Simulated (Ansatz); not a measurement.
# CF₂+ (doublet): energies up the ladder

Aim: energies up the ladder, for CF₂+ (doublet), with the cost of each level. Charge +1. Spin multiplicity 2.

Method: the levels named in each step, in Ansatz 0.2.0.

### Step 1. The system as given

Bond lengths: F1–C2 1.225 Å, C2–F3 1.225 Å. Angles: F1–C2–F3 180.0°.

Structure file:

```xyz
3

F     0.0000    0.0000   -1.2254
C     0.0000    0.0000    0.0000
F     0.0000    0.0000    1.2254
```

### Step 2. A rough first relaxation, PBE-D4/def2-SVP

Contents of input.yaml:

```yaml
crystal:
  periodic: [false, false, false]
  atoms:
    - { symbol: F, position_ang: [0.0, 0.0, -1.22544] }
    - { symbol: C, position_ang: [0.0, 0.0, -1.0e-05] }
    - { symbol: F, position_ang: [0.0, 0.0, 1.22545] }
magnetization:
  spin_polarized: true
  initial_magnetization: 1
total_charge: 1
basis:
  gaussian: { orbitals: def2-SVP }
hamiltonian:
  xc: pbe
  dispersion: d4
relax:
  f_tol: 0.03
  max_steps: 200
```

Run with:

```sh
> ansatz run input.yaml --threads 2 --pin off --max-ram 5120MiB --backend cpu --events-out ev --progress --plain --runs-dir out
```

Output, cut to the lines that bear on the results:

```text
Warning: RAYON_NUM_THREADS=2 ignored (pool sized by the plan → 2); use --threads N
[...]
Functional definition: PBE
[...]
454 factors; their error is unknown
[...]
mean field -6443.45486221 eV, -236.7925986557 hartree, gradient 7.8e-6 eV, S^2 0.753965; 6 other end points of the search recorded, 0 dependent functions left out
[...]
reference -6443.45487575 eV, -236.7925991533 hartree; 12, 11 occupied and 30, 31 virtual orbitals, 454 factors
relax step   1: F+E_penalty+E_count = -6443.47030484 eV  Δ(F+E_penalty+E_count) = +0.000e0 eV  max|allowed force component| = 6.940e-1 eV/Å  Δτ_max = 0.0000 Å  (107 SCF iters, accepted)
[...]
relax step   2: F+E_penalty+E_count = -6443.47628861 eV  Δ(F+E_penalty+E_count) = -5.984e-3 eV  max|allowed force component| = 1.753e-1 eV/Å  Δτ_max = 0.0069 Å  (29 SCF iters, accepted)
[...]
relax step   3: F+E_penalty+E_count = -6443.47671107 eV  Δ(F+E_penalty+E_count) = -4.225e-4 eV  max|allowed force component| = 4.160e-3 eV/Å  Δτ_max = 0.0024 Å  (30 SCF iters, accepted)
454 factors; their error is unknown
[...]
mean field -6443.46128962 eV, -236.7928348587 hartree, gradient 2.4e-5 eV, S^2 0.754167; 8 other end points of the search recorded, 0 dependent functions left out
[...]
reference -6443.46130312 eV, -236.7928353546 hartree; 12, 11 occupied and 30, 31 virtual orbitals, 454 factors
Total energy: -6443.47672456 eV, -236.7934020822 hartree
Atom 0 at    -0.000000    -0.000000    -1.234737 Å, force    -0.000000    -0.000000    -0.004160 eV/Å
Atom 1 at     0.000000     0.000000    -0.000000 Å, force    -0.000000     0.000000     0.000032 eV/Å
Atom 2 at    -0.000000     0.000000     1.234737 Å, force     0.000000    -0.000000     0.004128 eV/Å
Dipole moment:     0.000000    -0.000000    -0.000001 e Å
```

It took 8.2 s on 2 threads of Intel Xeon at 2.50GHz (Skylake/Cascade Lake), shared host; peak memory 0.11 GiB.

The steps of the relaxation:

| step | energy from step 1 (eV) | largest force component (eV/Å) |
| --- | --- | --- |
| 1 | 0.0000 | 0.6940 |
| 2 | -0.0060 | 0.1753 |
| 3 | -0.0064 | 0.0042 |

Step 1 is the start.

Before: Bond lengths: F1–C2 1.225 Å, C2–F3 1.225 Å. Angles: F1–C2–F3 180.0°.

After: Bond lengths: F1–C2 1.235 Å, C2–F3 1.235 Å. Angles: F1–C2–F3 180.0°.

### Step 3. Relaxation, PBE0-D4/def2-TZVPP

Contents of input.yaml:

```yaml
crystal:
  periodic: [false, false, false]
  atoms:
    - { symbol: F, position_ang: [0.0, 0.0, -1.23473666] }
    - { symbol: C, position_ang: [0.0, 0.0, -1.5e-07] }
    - { symbol: F, position_ang: [0.0, 0.0, 1.23473682] }
magnetization:
  spin_polarized: true
  initial_magnetization: 1
total_charge: 1
basis:
  gaussian: { orbitals: def2-TZVPP }
hamiltonian:
  xc: pbe0
  dispersion: d4
relax:
  f_tol: 0.002
  max_steps: 150
```

Run with:

```sh
> ansatz run input.yaml --threads 2 --pin off --max-ram 5120MiB --backend cpu --events-out ev --progress --plain --runs-dir out
```

Output, cut to the lines that bear on the results:

```text
Warning: RAYON_NUM_THREADS=2 ignored (pool sized by the plan → 2); use --threads N
[...]
Functional definition: PBE0
[...]
492 factors; their error is unknown
[...]
mean field -6450.84132173 eV, -237.0640460363 hartree, gradient 1.5e-5 eV, S^2 0.756709; 2 other end points of the search recorded, 0 dependent functions left out
[...]
reference -6450.84133827 eV, -237.0640466440 hartree; 12, 11 occupied and 81, 82 virtual orbitals, 492 factors
relax step   1: F+E_penalty+E_count = -6450.85385792 eV  Δ(F+E_penalty+E_count) = +0.000e0 eV  max|allowed force component| = 1.008e0 eV/Å  Δτ_max = 0.0000 Å  (124 SCF iters, accepted)
[...]
relax step   4: F+E_penalty+E_count = -6450.86798200 eV  Δ(F+E_penalty+E_count) = +2.262e-5 eV  max|allowed force component| = 4.269e-2 eV/Å  Δτ_max = 0.0007 Å  (34 SCF iters, rejected (line search))
[...]
relax step   5: F+E_penalty+E_count = -6450.86800584 eV  Δ(F+E_penalty+E_count) = -1.222e-6 eV  max|allowed force component| = 1.258e-5 eV/Å  Δτ_max = 0.0001 Å  (34 SCF iters, accepted)
492 factors; their error is unknown
[...]
mean field -6450.85544986 eV, -237.0645652354 hartree, gradient 1.5e-5 eV, S^2 0.756257; 3 other end points of the search recorded, 0 dependent functions left out
[...]
reference -6450.85546643 eV, -237.0645658445 hartree; 12, 11 occupied and 81, 82 virtual orbitals, 492 factors
Total energy: -6450.86802242 eV, -237.0650272684 hartree
Atom 0 at     0.000000     0.000000    -1.220924 Å, force     0.000000     0.000000    -0.000013 eV/Å
Atom 1 at    -0.000000    -0.000000    -0.000000 Å, force     0.000000    -0.000000    -0.000000 eV/Å
Atom 2 at     0.000000     0.000000     1.220924 Å, force    -0.000000     0.000000     0.000013 eV/Å
Dipole moment:    -0.000000     0.000000    -0.000000 e Å
```

It took 22 s on 2 threads of Intel Xeon at 2.50GHz (Skylake/Cascade Lake), shared host; peak memory 0.16 GiB.

The steps of the relaxation:

```
step  energy from step 1 (eV)  largest force component (eV/Å)
   1                   0.0000                          1.0076
   2                  -0.0132                          0.2642
   3                  -0.0141                          0.0097
   4                  -0.0141                          0.0427
   5                  -0.0141                          0.0000
```

Step 1 is the start. Step 4 was tried and not accepted.

Before: Bond lengths: F1–C2 1.235 Å, C2–F3 1.235 Å. Angles: F1–C2–F3 180.0°.

After: Bond lengths: F1–C2 1.221 Å, C2–F3 1.221 Å. Angles: F1–C2–F3 180.0°.

### Step 4. Frequencies, PBE0-D4/def2-TZVPP

Contents of input.yaml:

```yaml
crystal:
  periodic: [false, false, false]
  atoms:
    - { symbol: F, position_ang: [0.0, 0.0, -1.22092412] }
    - { symbol: C, position_ang: [0.0, 0.0, -1.4e-07] }
    - { symbol: F, position_ang: [0.0, 0.0, 1.22092427] }
magnetization:
  spin_polarized: true
  initial_magnetization: 1
total_charge: 1
basis:
  gaussian: { orbitals: def2-TZVPP }
hamiltonian:
  xc: pbe0
  dispersion: d4
phonons: {}
```

Run with:

```sh
> ansatz run input.yaml --threads 2 --pin off --max-ram 5120MiB --backend cpu --events-out ev --progress --plain --runs-dir out
```

Output, cut to the lines that bear on the results:

```text
Warning: RAYON_NUM_THREADS=2 ignored (pool sized by the plan → 2); use --threads N
[...]
[... 1 set-up line as earlier in the session ...]
[...]
492 factors; their error is unknown
[...]
mean field -6450.85544994 eV, -237.0645652385 hartree, gradient 1.4e-5 eV, S^2 0.756257; 2 other end points of the search recorded, 0 dependent functions left out
[...]
reference -6450.85546624 eV, -237.0645658376 hartree; 12, 11 occupied and 81, 82 virtual orbitals, 492 factors
[...]
492 factors; their error is unknown
[...]
mean field -6450.85553636 eV, -237.0645684144 hartree, gradient 2.1e-6 eV, S^2 0.756256; 0 other end points of the search recorded, 0 dependent functions left out
[...]
reference -6450.85555263 eV, -237.0645690121 hartree; 12, 11 occupied and 81, 82 virtual orbitals, 492 factors
[...]
492 factors; their error is unknown
mean field -6450.85553636 eV, -237.0645684144 hartree, gradient 2.1e-6 eV, S^2 0.756256; 0 other end points of the search recorded, 0 dependent functions left out
[...]
WARN: the results are in doubt because the forces break the atoms' symmetry
[...]
mean field -6450.85522637 eV, -237.0645570224 hartree, gradient 1.3e-6 eV, S^2 0.756297; 0 other end points of the search recorded, 0 dependent functions left out
[...]
reference -6450.85524267 eV, -237.0645576213 hartree; 12, 11 occupied and 81, 82 virtual orbitals, 492 factors
[...]
492 factors; their error is unknown
mean field -6450.85522022 eV, -237.0645567965 hartree, gradient 1.3e-6 eV, S^2 0.756219; 0 other end points of the search recorded, 0 dependent functions left out
[...]
reference -6450.85523653 eV, -237.0645573958 hartree; 12, 11 occupied and 81, 82 virtual orbitals, 492 factors
WARN: phonons: modes at or below zero, which the zero-point energy, F, S and C_V leave out: 2, the lowest at -1818.74 cm⁻¹. A minimum has none, and a first-order saddle one
Total energy: -6450.86802223 eV, -237.0650272615 hartree
Atom 0 at     0.000000     0.000000    -1.220924 Å, force    -0.000000     0.000000    -0.000011 eV/Å
Atom 1 at     0.000000     0.000000    -0.000000 Å, force     0.000000    -0.000000    -0.000000 eV/Å
Atom 2 at     0.000000     0.000000     1.220924 Å, force    -0.000000     0.000000     0.000011 eV/Å
Dipole moment:     0.000000    -0.000000     0.000000 e Å
Vibrations: -1818.74 -1813.53 1047.28 2019.43 cm⁻¹, zero-point energy 0.190112 eV
```

Run time: 2.1 min. Hardware: 2 threads of Intel Xeon at 2.50GHz (Skylake/Cascade Lake), shared host; peak memory 0.18 GiB.

Harmonic frequencies (cm⁻¹; negative: imaginary): -1819, -1814, 1047, 2019.

### Step 5. Relaxation again, from a step along the imaginary mode, PBE0-D4/def2-TZVPP

Contents of input.yaml:

```yaml
crystal:
  periodic: [false, false, false]
  atoms:
    - { symbol: F, position_ang: [0.07902639, -0.07844862, -1.22092413] }
    - { symbol: C, position_ang: [-0.25, 0.24817221, -1.4e-07] }
    - { symbol: F, position_ang: [0.07902636, -0.07844859, 1.22092428] }
magnetization:
  spin_polarized: true
  initial_magnetization: 1
total_charge: 1
basis:
  gaussian: { orbitals: def2-TZVPP }
hamiltonian:
  xc: pbe0
  dispersion: d4
relax:
  f_tol: 0.002
  max_steps: 150
```

Run with:

```sh
> ansatz run input.yaml --threads 2 --pin off --max-ram 5120MiB --backend cpu --events-out ev --progress --plain --runs-dir out
```

Output, cut to the lines that bear on the results:

```text
Warning: RAYON_NUM_THREADS=2 ignored (pool sized by the plan → 2); use --threads N
[...]
[... 1 set-up line as earlier in the session ...]
[...]
492 factors; their error is unknown
[...]
mean field -6452.72818974 eV, -237.1333871568 hartree, gradient 3.1e-5 eV, S^2 0.754438; 0 other end points of the search recorded, 0 dependent functions left out
[...]
reference -6452.72820440 eV, -237.1333876953 hartree; 12, 11 occupied and 81, 82 virtual orbitals, 492 factors
relax step   1: F+E_penalty+E_count = -6452.74074358 eV  Δ(F+E_penalty+E_count) = +0.000e0 eV  max|allowed force component| = 5.399e0 eV/Å  Δτ_max = 0.0000 Å  (31 SCF iters, accepted)
[...]
relax step   5: F+E_penalty+E_count = -6453.54161306 eV  Δ(F+E_penalty+E_count) = -2.213e-3 eV  max|allowed force component| = 6.087e-3 eV/Å  Δτ_max = 0.0081 Å  (31 SCF iters, accepted)
[...]
relax step   6: F+E_penalty+E_count = -6453.54161366 eV  Δ(F+E_penalty+E_count) = -5.989e-7 eV  max|allowed force component| = 8.173e-5 eV/Å  Δτ_max = 0.0001 Å  (20 SCF iters, accepted)
492 factors; their error is unknown
[...]
mean field -6453.52890449 eV, -237.1628128811 hartree, gradient 2.2e-5 eV, S^2 0.753238; 1 other end points of the search recorded, 0 dependent functions left out
[...]
reference -6453.52891893 eV, -237.1628134117 hartree; 12, 11 occupied and 81, 82 virtual orbitals, 492 factors
Total energy: -6453.54162809 eV, -237.1632804649 hartree
Atom 0 at     0.102698    -0.101948    -1.074764 Å, force    -0.000007     0.000007     0.000082 eV/Å
Atom 1 at    -0.297344     0.295170    -0.000000 Å, force     0.000014    -0.000014     0.000000 eV/Å
Atom 2 at     0.102698    -0.101948     1.074765 Å, force    -0.000007     0.000007    -0.000082 eV/Å
Dipole moment:    -0.151014     0.149910    -0.000000 e Å
```

Wall time 16 s (2 threads of Intel Xeon at 2.50GHz (Skylake/Cascade Lake), shared host); peak memory 0.15 GiB.

Relaxation path:

```
step  energy from step 1 (eV)  largest force component (eV/Å)
   1                   0.0000                          5.3992
   2                  -0.6667                          2.4647
   3                  -0.7887                          0.7982
   4                  -0.7987                          0.2950
   5                  -0.8009                          0.0061
   6                  -0.8009                          0.0001
```

Step 1 is the start.

Before: Bond lengths: F1–C2 1.306 Å, C2–F3 1.306 Å. Angles: F1–C2–F3 138.4°.

After: Bond lengths: F1–C2 1.214 Å, C2–F3 1.214 Å. Angles: F1–C2–F3 124.6°.

### Step 6. Frequencies, PBE0-D4/def2-TZVPP

Contents of input.yaml:

```yaml
crystal:
  periodic: [false, false, false]
  atoms:
    - { symbol: F, position_ang: [0.10269838, -0.10194754, -1.07476446] }
    - { symbol: C, position_ang: [-0.29734397, 0.29517004, -1.2e-07] }
    - { symbol: F, position_ang: [0.10269834, -0.1019475, 1.07476459] }
magnetization:
  spin_polarized: true
  initial_magnetization: 1
total_charge: 1
basis:
  gaussian: { orbitals: def2-TZVPP }
hamiltonian:
  xc: pbe0
  dispersion: d4
phonons: {}
```

Run with:

```sh
> ansatz run input.yaml --threads 2 --pin off --max-ram 5120MiB --backend cpu --events-out ev --progress --plain --runs-dir out
```

Output, cut to the lines that bear on the results:

```text
Warning: RAYON_NUM_THREADS=2 ignored (pool sized by the plan → 2); use --threads N
[...]
[... 1 set-up line as earlier in the session ...]
[...]
492 factors; their error is unknown
[...]
mean field -6453.52890449 eV, -237.1628128811 hartree, gradient 5.4e-5 eV, S^2 0.753237; 0 other end points of the search recorded, 0 dependent functions left out
[...]
reference -6453.52891893 eV, -237.1628134117 hartree; 12, 11 occupied and 81, 82 virtual orbitals, 492 factors
[...]
492 factors; their error is unknown
mean field -6453.52872450 eV, -237.1628062666 hartree, gradient 2.8e-6 eV, S^2 0.753226; 0 other end points of the search recorded, 0 dependent functions left out
[...]
reference -6453.52873894 eV, -237.1628067972 hartree; 12, 11 occupied and 81, 82 virtual orbitals, 492 factors
[...]
492 factors; their error is unknown
[...]
492 factors; their error is unknown
mean field -6453.52875712 eV, -237.1628074651 hartree, gradient 2.7e-6 eV, S^2 0.753229; 0 other end points of the search recorded, 0 dependent functions left out
[...]
reference -6453.52877156 eV, -237.1628079958 hartree; 12, 11 occupied and 81, 82 virtual orbitals, 492 factors
[...]
492 factors; their error is unknown
[...]
mean field -6453.52875812 eV, -237.1628075022 hartree, gradient 2.7e-6 eV, S^2 0.753246; 0 other end points of the search recorded, 0 dependent functions left out
[...]
reference -6453.52877256 eV, -237.1628080327 hartree; 12, 11 occupied and 81, 82 virtual orbitals, 492 factors
Total energy: -6453.54162809 eV, -237.1632804649 hartree
Atom 0 at     0.102698    -0.101948    -1.074764 Å, force    -0.000008     0.000008     0.000083 eV/Å
Atom 1 at    -0.297344     0.295170    -0.000000 Å, force     0.000015    -0.000015     0.000000 eV/Å
Atom 2 at     0.102698    -0.101948     1.074765 Å, force    -0.000008     0.000008    -0.000083 eV/Å
Dipole moment:    -0.151014     0.149910    -0.000000 e Å
Vibrations: 650.66 1394.75 1726.14 cm⁻¹, zero-point energy 0.233807 eV
```

Wall time 13 s (2 threads of Intel Xeon at 2.50GHz (Skylake/Cascade Lake), shared host); peak memory 0.15 GiB.

Harmonic frequencies (cm⁻¹; negative: imaginary): 651, 1395, 1726.

### Step 7. Single point, PBE-D4/def2-TZVPP

Edit input.yaml of step 6 so:

```diff
@@ -13,4 +13,3 @@
 hamiltonian:
-  xc: pbe0
+  xc: pbe
   dispersion: d4
-phonons: {}
```

Run with:

```sh
> ansatz run input.yaml --threads 2 --pin off --max-ram 5120MiB --backend cpu --events-out ev --progress --plain --runs-dir out
```

Output:

```text
Warning: RAYON_NUM_THREADS=2 ignored (pool sized by the plan → 2); use --threads N
Engine: ansatz 0.2.0, x86_64-unknown-linux-gnu
[... 1 set-up line as earlier in the session ...]
  parameter kappa = 0.804
  parameter beta = 0.06672455060314922
  exchange = pbe_x(kappa = kappa, mu = beta*pi^2/3)
  correlation = pbe_c(beta = beta)
492 factors; their error is unknown
mean field evaluation 1: about -6446.2331 eV, gradient 5.6e1 eV
mean field evaluation 2: about -6416.7076 eV, gradient 1.1e2 eV
mean field evaluation 4: about -6453.7060 eV, gradient 2.2e0 eV
mean field evaluation 8: about -6453.7174 eV, gradient 1.6e-2 eV
mean field evaluation 16: about -6453.7174 eV, gradient 1.1e-5 eV
mean field -6453.71740527 eV, -237.1697401568 hartree, gradient 1.1e-5 eV, S^2 0.752667; 0 other end points of the search recorded, 0 dependent functions left out
reference -6453.71742486 eV, -237.1697408768 hartree; 12, 11 occupied and 81, 82 virtual orbitals, 492 factors
Total energy: -6453.73312284 eV, -237.1703177668 hartree
```

Wall time 1.8 s (2 threads of Intel Xeon at 2.50GHz (Skylake/Cascade Lake), shared host); peak memory 0.13 GiB.

### Step 8. Single point, r2SCAN-D4/def2-TZVPP

Edit input.yaml of step 7 so:

```diff
@@ -13,3 +13,3 @@
 hamiltonian:
-  xc: pbe
+  xc: r2scan
   dispersion: d4
```

Run with:

```sh
> ansatz run input.yaml --threads 2 --pin off --max-ram 5120MiB --backend cpu --events-out ev --progress --plain --runs-dir out
```

Output:

```text
Warning: RAYON_NUM_THREADS=2 ignored (pool sized by the plan → 2); use --threads N
[... 1 set-up line as earlier in the session ...]
Functional definition: r2SCAN
  parameter k0 = 0.174
  parameter k1 = 0.065
  parameter a1 = 4.9479
  exchange = r2scan_x(k0 = k0, k1 = k1, a1 = a1)
  correlation = r2scan_c
492 factors; their error is unknown
mean field evaluation 1: about -6450.5918 eV, gradient 5.3e1 eV
mean field evaluation 2: about -6430.8476 eV, gradient 9.7e1 eV
mean field evaluation 4: about -6457.2180 eV, gradient 1.4e0 eV
mean field evaluation 8: about -6457.2199 eV, gradient 2.8e-2 eV
mean field evaluation 16: about -6457.2199 eV, gradient 4.6e-5 eV
mean field -6457.21992856 eV, -237.2984555137 hartree, gradient 4.6e-5 eV, S^2 0.754605; 0 other end points of the search recorded, 0 dependent functions left out
reference -6457.21993430 eV, -237.2984557245 hartree; 12, 11 occupied and 81, 82 virtual orbitals, 492 factors
Total energy: -6457.22352965 eV, -237.2985878513 hartree
```

Wall time 3.2 s (2 threads of Intel Xeon at 2.50GHz (Skylake/Cascade Lake), shared host); peak memory 0.16 GiB.

### Step 9. Single point, B3LYP-D4/def2-TZVPP

Edit input.yaml of step 8 so:

```diff
@@ -13,3 +13,3 @@
 hamiltonian:
-  xc: r2scan
+  xc: { name: B3LYP }
   dispersion: d4
```

Run with:

```sh
> ansatz run input.yaml --threads 2 --pin off --max-ram 5120MiB --backend cpu --events-out ev --progress --plain --runs-dir out
```

Output:

```text
Warning: RAYON_NUM_THREADS=2 ignored (pool sized by the plan → 2); use --threads N
[... 1 set-up line as earlier in the session ...]
Functional definition: B3LYP
  parameter a0 = 0.2
  parameter ax = 0.72
  parameter ac = 0.81
  exchange = (1 - a0 - ax)*slater_x + ax*b88_x + a0*exact_x
  correlation = (1 - ac)*vwn_rpa_c + ac*lyp_c
492 factors; their error is unknown
mean field evaluation 1: about -6452.8066 eV, gradient 5.4e1 eV
mean field evaluation 2: about -6435.9732 eV, gradient 9.3e1 eV
mean field evaluation 4: about -6459.7394 eV, gradient 1.2e0 eV
mean field evaluation 8: about -6459.7673 eV, gradient 1.7e-2 eV
mean field evaluation 16: about -6459.7673 eV, gradient 2.9e-5 eV
mean field -6459.76727400 eV, -237.3920687320 hartree, gradient 2.8e-5 eV, S^2 0.752589; 0 other end points of the search recorded, 0 dependent functions left out
reference -6459.76741000 eV, -237.3920737297 hartree; 12, 11 occupied and 81, 82 virtual orbitals, 492 factors
Total energy: -6459.79275182 eV, -237.3930050245 hartree
```

It took 2.2 s on 2 threads of Intel Xeon at 2.50GHz (Skylake/Cascade Lake), shared host; peak memory 0.14 GiB.

### Step 10. Single point, wB97M-V/def2-TZVPP

Edit input.yaml of step 9 so:

```diff
@@ -13,3 +13,2 @@
 hamiltonian:
-  xc: { name: B3LYP }
-  dispersion: d4
+  xc: { name: wB97M-V }
```

Run with:

```sh
> ansatz run input.yaml --threads 2 --pin off --max-ram 5120MiB --backend cpu --events-out ev --progress --plain --runs-dir out
```

Output, cut to the lines that bear on the results:

```text
Warning: RAYON_NUM_THREADS=2 ignored (pool sized by the plan → 2); use --threads N
[...]
Functional definition: wB97M-V
[...]
  gx(w, u) = 1 - cx + cx01*u + cx10*w
  gss(w, u) = css00 + css04*u^4 + css10*w + css20*w^2 + css43*w^4*u^3
  gos(w, u) = cos00 + cos10*w + (cos20 + cos21*u)*w^2 + (cos60 + cos61*u)*w^6
[...]
      + integral(e_c_pw_mod_opposite_spin*gos(b97_w_opposite, b97_u_opposite)) + vv10(b, c)
492 factors; their error is unknown
93 factors; integrals over basis functions are off by at most 6.7e-6 eV
[...]
mean field -6458.29028652 eV, -237.3377904431 hartree, gradient 1.9e-5 eV, S^2 0.752341; 0 other end points of the search recorded, 0 dependent functions left out
reference -6458.29030734 eV, -237.3377912082 hartree; 12, 11 occupied and 81, 82 virtual orbitals, 492 factors
Total energy: -6458.29030734 eV, -237.3377912082 hartree
```

It took 5.4 s on 2 threads of Intel Xeon at 2.50GHz (Skylake/Cascade Lake), shared host; peak memory 0.21 GiB.

### Step 11. Single point, B2PLYP/def2-TZVPP

Edit input.yaml of step 10 so:

```diff
@@ -13,2 +13,2 @@
 hamiltonian:
-  xc: { name: wB97M-V }
+  xc: { name: B2PLYP }
```

Run with:

```sh
> ansatz run input.yaml --threads 2 --pin off --max-ram 5120MiB --backend cpu --events-out ev --progress --plain --runs-dir out
```

Output, cut to the lines that bear on the results:

```text
Warning: RAYON_NUM_THREADS=2 ignored (pool sized by the plan → 2); use --threads N
[...]
Functional definition: B2PLYP
[...]
626 factors; integrals over basis functions are off by at most 6.6e-4 eV
[...]
mean field -6450.89776791 eV, -237.0661203951 hartree, gradient 7.5e-6 eV, S^2 0.753864; 0 other end points of the search recorded, 0 dependent functions left out
3 core orbitals not correlated: weight in the atoms' cores, before any rotation towards them, 1.000 or more for the frozen orbitals, at most 0.000 for the correlated occupied ones
reference -6450.89785380 eV, -237.0661235516 hartree; 9, 8 occupied and 81, 82 virtual orbitals, 626 factors
second order -19.61171612 eV of doubles, -0.00000000 eV of singles
Total energy: -6456.19301715 eV, -237.2607172156 hartree
```

It took 3.3 s on 2 threads of Intel Xeon at 2.50GHz (Skylake/Cascade Lake), shared host; peak memory 0.15 GiB.

(Part 1 of 2 ends here.)
